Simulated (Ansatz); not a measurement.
F⁺, triplet: from triple and quadruple zeta to the limit

A free F cation.

Ansatz 0.2.0, UHF determinant, valence electrons correlated. Energies in eV.

```json
{"set": "def2-TZVPPD", "X": "3", "functions": "40", "Hartree–Fock": "-2689.4811", "MP2 correlation": "-3.8405", "CCSD(T) correlation": "-4.3234", "time": "3.1 s on 1 × NVIDIA H100 80GB HBM3 with 1 thread of AMD EPYC 7R13 Processor (Zen 3), on a shared host"}
{"set": "def2-QZVPPD", "X": "4", "functions": "66", "Hartree–Fock": "-2689.5938", "MP2 correlation": "-4.2924", "CCSD(T) correlation": "-4.7527", "time": "2.7 s on 1 × NVIDIA H100 80GB HBM3 with 1 thread of AMD EPYC 7R13 Processor (Zen 3), with other jobs on the host"}
```

Hartree–Fock is taken to follow E(X) = E∞ + A·exp(−7.88·√X), correlation E(X) = E∞ + B·X^−2.97.

**Question.** Work out the CCSD(T) energy at the limit, and how far the shortcut misses it that extrapolates MP2 and adds CCSD(T) minus MP2 from the smaller set.

**Answer.** Hartree–Fock: E∞ = E4 + 0.1377·(E4 − E3) = -2689.6093. Correlation: E∞ = E4 + 0.7407·(E4 − E3) = -5.0706 for CCSD(T) and -4.6272 for MP2. The limit is -2694.6799 eV, 0.333 eV below def2-QZVPPD. The shortcut gives a correlation energy of -4.6272 + (-0.4829) = -5.1101, 39 meV lower than the direct value.
